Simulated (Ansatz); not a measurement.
Input file:

```yaml
crystal:
  periodic: [false, false, false]
  atoms:
    - {symbol: Zr, position_ang: [0.000000, 0.000000, 0.000000]}
    - {symbol: Si, position_ang: [0.000000, 0.000000, 8.422000]}
basis:
  gaussian: {orbitals: def2-SVP}
total_charge: 1
magnetization: {spin_polarized: true, initial_magnetization: 5}
correlation: {method: ccsdt_q, electrons: outside_noble_gas}
```

```sh
$ ansatz run in.yaml --threads 1 --pin off --events-out ev --progress --plain --max-ram 2393MiB
```

The program prints:

```
731 factors; integrals over basis functions are off by at most 1.2e-7 eV
mean field evaluation 1: about -9102.3307 eV, gradient 1.4e1 eV
mean field evaluation 2: about -9102.3344 eV, gradient 1.4e1 eV
mean field evaluation 4: about -9092.0376 eV, gradient 2.5e1 eV
mean field evaluation 8: about -9114.8221 eV, gradient 5.1e0 eV
mean field evaluation 16: about -9115.6326 eV, gradient 1.0e-6 eV
mean field evaluation 32: about -9115.6680 eV, gradient 8.0e-4 eV
mean field evaluation 64: about -9115.6681 eV, gradient 1.6e-6 eV
mean field evaluation 96: about -9115.6100 eV, gradient 2.3e-1 eV
mean field evaluation 128: about -9115.3877 eV, gradient 1.3e-5 eV
mean field evaluation 160: about -9115.6334 eV, gradient 4.2e-1 eV
...
cycle  65  -2.00902343 eV  change   4.6e-10 eV  update   3.3e-6
cycle  66  -2.00902342 eV  change   1.4e-10 eV  update   1.6e-6
cycle  67  -2.00902342 eV  change   1.8e-10 eV  update   2.1e-6
cycle  68  -2.00902342 eV  change   9.0e-11 eV  update   2.5e-6
cycle  69  -2.00902342 eV  change   1.1e-11 eV  update   1.2e-6
cycle  70  -2.00902342 eV  change  -1.1e-11 eV  update   1.3e-6
cycle  71  -2.00902342 eV  change  -2.0e-11 eV  update   1.1e-6
cycle  72  -2.00902342 eV  change  -6.2e-11 eV  update   1.6e-6
cycle  73  -2.00902342 eV  change  -3.1e-11 eV  update   1.0e-6
cycle  74  -2.00902342 eV  change  -3.7e-11 eV  update   7.9e-7
perturbative correction -0.00074754 eV, -0.0000274717 hartree
Total energy: -9117.67788249 eV, -335.0684819974 hartree
```

Ran on 1 thread of Arm Neoverse V1, shared host: 2.2 min wall, 0.21 GiB peak host memory.
